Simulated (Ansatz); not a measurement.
**Other spins and charges of H$_{2}$C–SH, doublet at one geometry**

Geometry (PBE0/def2-TZVP stationary point for this spin, not checked as a minimum):

```xyz
5

C     0.0000    0.0496    1.1796
S     0.0000   -0.0617   -0.5242
H     0.0000    0.9990    1.6902
H     0.0000   -0.8792    1.7290
H     0.0000    1.2516   -0.7998
```

Basis cc-pVDZ; Ansatz 0.2.0. Correlated methods freeze the noble-gas cores. R marks a restricted (for open shells ROHF) determinant, U an unrestricted one. Active spaces: valence = (13e, 11o) chosen from the atoms' valence shells.

Gaps are energies of the second state less the first, at fixed atoms, for a selection of the levels run; each method lands on the state that its own search finds for that charge and spin.

For open shells CISD is restricted-active-space CI with the open shells as a complete middle space.

Quartet less doublet: 6.611 eV at UCCSDT(Q).

```json
{"level": "UHF", "gap (eV)": "5.989", "error (meV)": "-622"}
{"level": "UCCSD", "gap (eV)": "6.578", "error (meV)": "-33"}
{"level": "BCCD(T)", "gap (eV)": "6.613", "error (meV)": "2"}
{"level": "RCCSDT(Q)", "gap (eV)": "6.611", "error (meV)": "0"}
{"level": "CASSCF (valence space)", "gap (eV)": "6.687", "error (meV)": "76"}
{"level": "PBE", "gap (eV)": "6.485", "error (meV)": "-126"}
{"level": "r2SCAN", "gap (eV)": "6.435", "error (meV)": "-176"}
{"level": "B3LYP", "gap (eV)": "6.535", "error (meV)": "-76"}
{"level": "wB97X-V", "gap (eV)": "6.811", "error (meV)": "200"}
{"level": "RPA-PBE", "gap (eV)": "6.583", "error (meV)": "-28"}
```

Task: PBE gives 10.800 eV for removing an electron, to the triplet. Estimate what UCCSDT(Q) gives in cc-pVDZ.

Result: UCCSDT(Q) in cc-pVDZ gives 10.396 eV, so against it PBE is off by 0.404 eV, of which a good part can be the reference's own basis and frozen-core error.

| level | gap (eV) | error (meV) |
| --- | --- | --- |
| RHF | 9.485 | -911 |
| UHF | 9.379 | -1017 |
| RMP2 | 10.443 | 47 |
| UMP2 | 10.443 | 47 |
| CISD | 10.186 | -210 |
| RCCSD | 10.345 | -51 |
| UCCSD | 10.344 | -52 |
| RCCSD(T) | 10.394 | -2 |
| UCCSD(T) | 10.393 | -3 |
| BCCD(T) | 10.395 | -1 |
| RCCSDT | 10.392 | -4 |
| UCCSDT | 10.391 | -5 |
| RCCSDT(Q) | 10.396 | 0 |
| CASSCF (valence space) | 9.555 | -841 |
| NEVPT2 (valence space) | 10.234 | -162 |
| r2SCAN | 10.739 | 343 |
| PBE0 | 10.722 | 326 |
| B3LYP | 10.798 | 402 |
| wB97M-V | 10.798 | 402 |
| B2PLYP | 10.622 | 226 |
| RPA-PBE | 10.556 | 160 |

In so small a basis the reference is far from its limit while semilocal and hybrid functionals are nearer theirs (RPA and double hybrids share part of the reference's basis error), so the functionals' errors here hold much of the reference's basis and frozen-core error, which can add to them or hide them.

Full CI isn't at hand for all of this; UCCSDT(Q) serves as the reference, and is uncertain by the last step of the cluster series or more. The frozen core follows each run's orbitals, which can shift R against U totals by a few meV.
